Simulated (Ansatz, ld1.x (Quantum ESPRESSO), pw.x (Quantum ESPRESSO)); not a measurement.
# pw.x on bcc W: one setting changed

Potential: norm-conserving Troullier–Martins (Kleinman–Bylander form), ld1.x (Quantum ESPRESSO) 7.5, PBE; core [Xe] 4f14, reference 5d4.5 6s1.5 6p0; waves: 6p (bound, empty): rc 3.85 bohr; 5d (bound): rc 1.90 bohr; 6s (bound): rc 2.10 bohr; local part: the s channel; core correction: Bessel-smoothed model core, default radius (core density twice the valence density).

The reference run (k-mesh 14³, cutoffs 50/200 Ry, Fermi–Dirac 0.01 Ry, mixing_beta 0.4, conv_thr 1e-9, no spin) gives 4.10 GPa at 16.130 Å³/atom, where all-electron LAPW gives 0.30 GPa. This run, with its own iteration cap, changes k-mesh shift to 1.

```
&control
  calculation='scf', prefix='x', pseudo_dir='./', outdir='./tmp', tstress=.true., disk_io='none'
/
&system
  ibrav=0, nat=1, ntyp=1, ecutwfc=50, ecutrho=200, nbnd=10,
  occupations='smearing', smearing='fd', degauss=0.01
/
&electrons
  conv_thr=1e-09, mixing_beta=0.4, electron_maxstep=60
/
ATOMIC_SPECIES
W 1.0 W.UPF
CELL_PARAMETERS angstrom
  -1.59168867 1.59168867 1.59168867
  1.59168867 -1.59168867 1.59168867
  1.59168867 1.59168867 -1.59168867
ATOMIC_POSITIONS crystal
W 0.0000 0.0000 0.0000
K_POINTS automatic
14 14 14 1 1 1
```

```bash
pw.x < W.scf.in > W.scf.out
```

**Question.** How does the run end?

**Answer.** It converges in 7 iterations; the free energy moves by -6.0 meV/atom and the pressure by -0.11 GPa.

```
Message from routine setup:
     using ibrav=0 with symmetry is DISCOURAGED, use correct ibrav instead
     lattice parameter (alat)  =       5.2098  a.u.
     unit-cell volume          =     108.8506 (a.u.)^3
     number of electrons       =         6.00
     number of Kohn-Sham states=           10
     kinetic-energy cutoff     =      50.0000  Ry
     charge density cutoff     =     200.0000  Ry
     scf convergence threshold =      1.0E-09
     Exchange-correlation= PBE
     number of k points=   100  Fermi-Dirac smearing, width (Ry)=  0.0100
     iteration #  1     ecut=    50.00 Ry     beta= 0.40
     total energy              =     -42.42761863 Ry
     estimated scf accuracy    <       0.07440557 Ry
     iteration #  2     ecut=    50.00 Ry     beta= 0.40
     total energy              =     -42.42339591 Ry
     estimated scf accuracy    <       0.01382790 Ry
     iteration #  3     ecut=    50.00 Ry     beta= 0.40
     total energy              =     -42.42586866 Ry
     estimated scf accuracy    <       0.00024312 Ry
     iteration #  4     ecut=    50.00 Ry     beta= 0.40
     total energy              =     -42.42584546 Ry
     estimated scf accuracy    <       0.00019609 Ry
     iteration #  5     ecut=    50.00 Ry     beta= 0.40
     total energy              =     -42.42588162 Ry
     estimated scf accuracy    <       0.00000068 Ry
     iteration #  6     ecut=    50.00 Ry     beta= 0.40
     total energy              =     -42.42588190 Ry
     estimated scf accuracy    <       0.00000007 Ry
     iteration #  7     ecut=    50.00 Ry     beta= 0.40
     the Fermi energy is    15.2302 ev
!    total energy              =     -42.42588191 Ry
     estimated scf accuracy    <          2.2E-10 Ry
     smearing contrib. (-TS)   =      -0.00199206 Ry
     The total energy is F=E-TS. E is the sum of the following terms:
     one-electron contribution =      11.69945206 Ry
     hartree contribution      =       0.16403048 Ry
     xc contribution           =     -32.50899946 Ry
     ewald contribution        =     -21.77837292 Ry
     convergence has been achieved in   7 iterations
          total   stress  (Ry/bohr**3)                   (kbar)     P=       39.89
     Message from routine punch:
     Nothing written, as per user request (disk_io='none')
```

The run took about 4.7 s on one core of a shared host (Neoverse-V2, 96 threads, 742 GiB, load 26).
